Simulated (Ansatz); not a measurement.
Relaxation of CH6OSi (9 atoms, charge 0, multiplicity 1), to a largest force component of 0.03 eV/Å in at most 50 steps.

Level of theory: Ansatz, RKS B3LYP-D4/def2-SVP.

```xyz
9
Properties=species:S:1:pos:R:3:forces:R:3
Si 0.173 -0.068 0.157 0.32 0.08 0.13
H 0.671 0.163 1.503 -0.93 -0.03 1.47
H 1.559 0.173 -0.200 0.54 -0.05 -1.59
H -0.814 0.948 -0.307 0.04 -0.04 0.01
O -0.313 -1.616 -0.196 0.00 0.00 -0.01
C -1.484 -2.248 0.272 0.01 0.04 0.00
H -1.462 -2.389 1.370 -0.02 0.00 -0.02
H -2.398 -1.678 0.014 0.04 -0.02 0.01
H -1.558 -3.242 -0.198 0.00 0.02 0.01
```

**Question.** Where does it end, and by what steps?

**Answer.** It converged. After 4 steps the energy has fallen by 0.491 eV; H2 moved furthest, 0.31 Å.

```
step  energy less start (eV)  largest force component (eV/Å)  accepted
   0                  0.0000                           1.594       yes
   1                 -0.4296                           0.394       yes
   2                 -0.4827                           0.412       yes
   3                 -0.4889                           0.327       yes
   4                 -0.4914                           0.029       yes
```

```xyz
9
Properties=species:S:1:pos:R:3
Si 0.237 -0.083 0.203
H 0.424 0.083 1.678
H 1.526 0.146 -0.499
H -0.780 0.919 -0.248
O -0.248 -1.631 -0.175
C -1.447 -2.216 0.274
H -1.461 -2.336 1.375
H -2.335 -1.622 -0.016
H -1.543 -3.216 -0.179
```

Whether the end is a true minimum wasn't checked by a vibrational analysis.

The run took 13 s on 1 thread of Arm Neoverse V1, on a shared host, peak memory 0.14 GiB.
